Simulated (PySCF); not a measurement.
# Telling isomers of C2H2N2O apart by NMR

All values are calculated (PySCF): structure optimised with GFN2-xTB, NMR shieldings at PBE0/pcSseg-1/GIAO, B3LYP/pcJ-1 coupling constants. Single conformer, relativity neglected, isolated molecule, averaged over atoms made equivalent by symmetry, fast rotation or ring inversion.

Referencing at the same level of theory: TMS for ¹H (σ = 31.72 ppm), ¹³C (σ = 186.93 ppm). Multiplet labels drop J under 1 Hz and among equivalent protons, and merge close values. Unscaled 3J(H,H) run several per cent high. Acid and N–H amide carbonyl carbons lie up to 10 ppm further downfield in solution (hydrogen bonding). Shifts are as computed. Against solution values, carbons near 30 ppm lie about +3 ppm off and those near 130 ppm about +5 ppm. Of 1211 compounds with measured shifts, 218 miss one by over three times the rms of a fit or turn the order of signals round; such compounds aren't used in these exercises. Groups on amide-type nitrogens are kept apart (slow C–N rotation). OH and NH positions are gas-phase values without hydrogen bonding to other molecules.

(1) Tabulate the signals of `c1ncon1`, `N#CC(N)=O` and their relative energies.

(2) What is the quickest way to tell c1ncon1 from N#CC(N)=O?

Results:

(1) 
```tsv
SMILES	carbon types	δC	δH	E rel. (kcal/mol)
c1ncon1	2×CH	171.7, 162.5	8.78 (s, 1H), 8.61 (s, 1H)	24.2
N#CC(N)=O	2×C	147.1, 115.7	5.37 (br, 1H), 4.91 (br, 1H)	0.0
```

Energies are electronic energies at PBE0/pcSseg-1 on these geometries, without zero-point or thermal terms, each for the one conformer computed, which needn't be the lowest.

(2) Both give the same number of carbon signals, but DEPT or the intensities differ. The first has an aromatic CH between two ring heteroatoms at 171.7 ppm, the second an acyl cyanide carbonyl carbon (C) at 147.1 ppm.
